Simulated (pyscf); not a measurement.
Routes from CH₄ (SMILES C) + HZn–SeH (SMILES [ZnH][SeH])

Candidate steps break at most two bonds and form at most two. Each was searched with GFN2-xTB (tblite) first. Structures and frequencies: ωB97X-D3(BJ)/def2-SVP in PySCF. Energies: ωB97M-D3(BJ)/def2-TZVP, kcal/mol, from the separated reactants, singlet surface; ΔG‡ with ideal gas, 1 atm, RRHO with modes under 100 cm⁻¹ raised to 100, one conformer, R ln 2 for chiral ones without a mode under 150 cm⁻¹.

| products | type | ΔE‡ | ΔE | ΔG‡ 298 K | ΔG‡ 900 K | ν‡ (cm⁻¹) |
|---|---|---|---|---|---|---|
| H₃C–ZnH + H₂Se | four-centre exchange | 50.0 | +32.1 | 55.9 | 73.0 | 1207i |
| H₃C–Zn–SeH + H₂ | concerted two-bond exchange | 52.6 | +10.1 | 59.3 | 76.5 | 1638i |

Row 1: On the product side the descent ends in a complex, 5.8 kcal/mol under the separated species and 20.1 kcal/mol under the saddle at ωB97X-D3(BJ)/def2-TZVP. 

Plain bond fissions and candidates not yet searched are not listed, and one of them may be faster. Each barrier is that of the saddle found; lower ones may exist. Elements up to Kr have no core potential and no relativistic terms here.
